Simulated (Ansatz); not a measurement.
**C2H6 (triplet): wave-function methods side by side at distance C1–H5 along a hydrogen transfer = 1.171 Å, cc-pVDZ**

Aim: climb from Hartree-Fock through coupled cluster and multireference methods for C2H6 (triplet) at one geometry and basis, and see what each rung misses.

Method: cc-pVDZ, core rule «outside noble gas», up to 2 orbitals frozen; program: Ansatz 0.2.0, Gaussian basis.

The runs, in order: UHF; CCSD(T) on ROHF; CCSD(T) on UHF; BCCD(T) on ROHF; CISD; CCSDT(Q) on ROHF; CCSDT(Q) on UHF; CASSCF and MRCISD+Q, 4 electrons in 4 orbitals; CASSCF and NEVPT2, 4 electrons in 4 orbitals; CASSCF and MRCISD+Q, 10 electrons in 10 orbitals; CASSCF and NEVPT2, 10 electrons in 10 orbitals.

## Step 1: The system

The geometry derives from fragments relaxed apart (PBE0/def2-TZVP) and kept rigid, so it is no stationary point. A hydrogen atom is moved between rigid fragments.

8 atoms, charge 0, spin multiplicity 3.

Atoms are counted from 1 here; the program's logs count them from 0.

Bond lengths: C1–H2 1.090 Å, C1–H3 1.090 Å, C1–H4 1.090 Å, C1–H5 1.171 Å, C6–H7 1.079 Å, C6–H8 1.079 Å. Angles: H2–C1–H3 109.5°, H2–C1–H4 109.5°, H2–C1–H5 109.5°, H3–C1–H4 109.5°, H3–C1–H5 109.5°, H4–C1–H5 109.5°, H7–C6–H8 134.8°.

## Step 2: UHF

in.yaml reads:

```yaml
crystal:
  periodic: [false, false, false]
  atoms:
    - {symbol: C, position_ang: [-1.312866, 0.000000, 0.000000]}
    - {symbol: H, position_ang: [-1.676072, 1.027300, 0.000000]}
    - {symbol: H, position_ang: [-1.676072, -0.513651, 0.889668]}
    - {symbol: H, position_ang: [-1.676071, -0.513650, -0.889669]}
    - {symbol: H, position_ang: [-0.141866, 0.000000, 0.000000]}
    - {symbol: C, position_ang: [1.436134, 0.000000, 0.000000]}
    - {symbol: H, position_ang: [1.850602, 0.000000, 0.996162]}
    - {symbol: H, position_ang: [1.850602, 0.000000, -0.996161]}
basis:
  gaussian: {orbitals: cc-pVDZ}
magnetization: {spin_polarized: true, initial_magnetization: 2}
hamiltonian: {xc: hf}
output: {orbitals: {seedname: orbitals}}
```

Launch:

```bash
$ ansatz run in.yaml --threads 1 --pin off --events-out ev --progress --plain --max-ram 2816MiB --backend cpu
```

The runs that follow: CCSD(T) on ROHF; CCSD(T) on UHF; BCCD(T) on ROHF; CISD; CCSDT(Q) on ROHF; CCSDT(Q) on UHF; CASSCF and MRCISD+Q, 4 electrons in 4 orbitals; CASSCF and NEVPT2, 4 electrons in 4 orbitals; CASSCF and MRCISD+Q, 10 electrons in 10 orbitals; CASSCF and NEVPT2, 10 electrons in 10 orbitals.

**Question.** What will the summary of the whole plan be? Wanted: UCCSDT(Q) below the RHF energy; RMP2 from UCCSDT(Q); UMP2 from UCCSDT(Q); RCCSD from UCCSDT(Q); RCCSD(T) from UCCSDT(Q); UCCSD(T) from UCCSDT(Q); RCCSDT(Q) from UCCSDT(Q); NEVPT2 pair from UCCSDT(Q); MRCISD+Q pair from UCCSDT(Q).

The runs gave:

| quantity | value |
| --- | --- |
| UCCSDT(Q) below the RHF energy | -8.8347 eV |
| RMP2 from UCCSDT(Q) | +1407.1 meV |
| UMP2 from UCCSDT(Q) | +1400.2 meV |
| RCCSD from UCCSDT(Q) | +218.3 meV |
| RCCSD(T) from UCCSDT(Q) | +32.7 meV |
| UCCSD(T) from UCCSDT(Q) | +32.5 meV |
| RCCSDT(Q) from UCCSDT(Q) | +0.9 meV |
| NEVPT2 pair from UCCSDT(Q) | +1422.4 meV |
| MRCISD+Q pair from UCCSDT(Q) | +103.6 meV |
| NEVPT2 frontier from UCCSDT(Q) | +1404.6 meV |
| levels within 1 kcal/mol (43 meV) | RCCSD(T), UCCSD(T), BCCD(T), RCCSDT, UCCSDT, RCCSDT(Q), MRCISD+Q frontier |
| T1 diagnostic | 0.020 |

In words: RCCSD(T) lands +32.7 meV from the yardstick (0.4 % of the correlation energy). Of the multireference levels listed MRCISD+Q frontier comes nearest in total energy (+42.8 meV), which doesn't show that its space is the better one. These misses are within one basis, not against nature; the frozen cores of restricted and unrestricted runs differ, which can shift their rows.
